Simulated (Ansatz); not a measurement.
**SbH⁺, quartet: stretch scan**

Starting geometry (PBE0/def2-TZVP stationary point for this spin):

```xyz
2

Sb    0.0000    0.0000    0.0000
H     0.0000    0.0000    1.8710
```

From there H2 moves along the line of the two atoms named below, all else staying in place; atoms are numbered as listed. Energies are in kJ/mol, counted from the starting geometry at the same level. Kohn–Sham curves are unrestricted where that lies lower.

Basis def2-TZVPP with its core potentials; Ansatz 0.2.0. Correlated methods freeze the noble-gas cores and the filled d shells of p-block atoms. No spin–orbit coupling is included; scalar relativity enters through the core potentials alone.

A value is left out where its run failed or describes another state than the reference as far as symmetry and spin tell, or, spin-broken singlets apart, can't be checked.

Functionals correlate the shells that the reference freezes, so part of their error here is the reference's.

Full CI is exact within this basis and frozen core; it isn't the basis-set limit.

```json
{"distance Sb1-H2 (Å)": "1.507", "full CI": "50.1", "PBE0": "57.6", "B3LYP": "64.2", "r2SCANh": "52.8", "wB97M-V": "52.5", "B2PLYP": "57.3", "PBE-QIDH": "46.4"}
{"distance Sb1-H2 (Å)": "1.716", "full CI": "1.9", "PBE0": "6.6", "B3LYP": "9.1", "r2SCANh": "4.9", "wB97M-V": "4.8", "B2PLYP": "6.0", "PBE-QIDH": "1.7"}
{"distance Sb1-H2 (Å)": "1.871", "full CI": "0.0", "PBE0": "0.0", "B3LYP": "0.0", "r2SCANh": "0.0", "wB97M-V": "0.0", "B2PLYP": "0.0", "PBE-QIDH": "0.0"}
{"distance Sb1-H2 (Å)": "2.094", "full CI": "13.3", "PBE0": "5.8", "B3LYP": "3.4", "r2SCANh": "8.9", "wB97M-V": "6.5", "B2PLYP": "7.1", "PBE-QIDH": "11.0"}
{"distance Sb1-H2 (Å)": "2.252", "full CI": "25.1", "PBE0": "13.5", "B3LYP": "9.8", "r2SCANh": "19.1", "wB97M-V": "13.6", "B2PLYP": "15.4", "PBE-QIDH": "21.1"}
{"distance Sb1-H2 (Å)": "2.589", "full CI": "47.2", "PBE0": "31.8", "B3LYP": "26.0", "r2SCANh": "41.7", "wB97M-V": "30.1", "B2PLYP": "33.7", "PBE-QIDH": "41.7"}
{"distance Sb1-H2 (Å)": "2.988", "full CI": "65.1", "PBE0": "51.2", "B3LYP": "43.5", "r2SCANh": "63.6", "wB97M-V": "47.5", "B2PLYP": "51.7", "PBE-QIDH": "61.0"}
{"distance Sb1-H2 (Å)": "3.421", "full CI": "75.8", "PBE0": "65.9", "B3LYP": "57.3", "r2SCANh": "79.7", "wB97M-V": "60.1", "B2PLYP": "64.6", "PBE-QIDH": "73.6"}
{"distance Sb1-H2 (Å)": "4.044", "full CI": "81.6", "PBE0": "76.9", "B3LYP": "67.9", "r2SCANh": "91.6", "wB97M-V": "68.4", "B2PLYP": "73.1", "PBE-QIDH": "81.0"}
{"distance Sb1-H2 (Å)": "5.157", "full CI": "83.7", "PBE0": "82.6", "B3LYP": "72.9", "r2SCANh": "96.5", "wB97M-V": "72.5", "B2PLYP": "76.4", "PBE-QIDH": "83.7"}
{"distance Sb1-H2 (Å)": "6.374", "full CI": "84.0", "PBE0": "–", "B3LYP": "–", "r2SCANh": "–", "wB97M-V": "73.2", "B2PLYP": "76.8", "PBE-QIDH": "84.1"}
```
